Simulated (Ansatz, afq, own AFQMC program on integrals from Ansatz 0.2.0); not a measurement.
Where AFQMC and coupled cluster stand for BGeH₃, singlet

```
atom    x (Å)    y (Å)    z (Å)
  Ge  -0.0022   0.0000   0.3187
   B  -0.0666   0.0000  -1.6292
   H   1.1607   0.0000  -1.0289
   H  -0.1421  -1.0387  -2.2309
   H  -0.1421   1.0387  -2.2309
```

Connectivity, by distances: Ge–BH2, 1 bridging H.

Basis cc-pVDZ. Noble-gas cores (and the filled d shells of Ga–Kr and In–Xe) are frozen. Ansatz 0.2.0 and our own AFQMC program on the same integrals; the CISD trial comes from CCSD amplitudes, and released means the phaseless constraint is let go. Uncertainties: one standard error, sampling alone. No spin–orbit coupling.

Determinant: UHF, the one that the program's search chose, which needn't be the lowest solution. The geometry is a PBE0/def2-TZVP stationary point of this or a neighbouring charge and spin state.

No full CI on the walks' own integrals is used here; CCSDT(Q) serves as the reference and is uncertain by about the last step of the cluster series.

Cautions: no relativity below Rb; no spin-orbit coupling; inner d shell frozen; an unrestricted solution with more broken spin lies lower (10 meV, ⟨S²⟩ 0.16), while this determinant keeps restricted orbitals.

```
T1 diagnostic                               : 0.0163
weight of the determinant in the CISD state : 0.871
⟨S²⟩ of the determinant                     : 0.000
size of the correlated space                : 10 electrons in 41 orbitals
```

Reference: CCSDT(Q), correlation energy -6.005 eV. The released energy is read at 2.40 1/Eh (meV from the phaseless value at times in 1/Eh: 8 ± 13 at 0.24, 1 ± 11 at 0.51, 3 ± 10 at 0.99, -7 ± 13 at 1.62, -12 ± 18 at 2.40).

```
         level  E − E(reference) (kcal/mol)  share of correlation (%)
            HF                       138.48                      0.00
           MP2                        27.75                     79.96
          CCSD                         5.23                     96.22
       CCSD(T)                         0.90                     99.35
         CCSDT                         0.25                     99.82
   ph-AFQMC/HF                 -1.80 ± 0.98                    101.30
 ph-AFQMC/CISD                 -0.30 ± 0.47                    100.22
released AFQMC                 -0.57 ± 0.42                    100.41
```

A walk keeps the symmetry of its determinant, which the program's search chose and which needn't be the lowest solution, so a lower state of the same spin and another symmetry isn't excluded. Released energies are given only where the last usable release times agree within the noise; a slower fall can still hide under it.
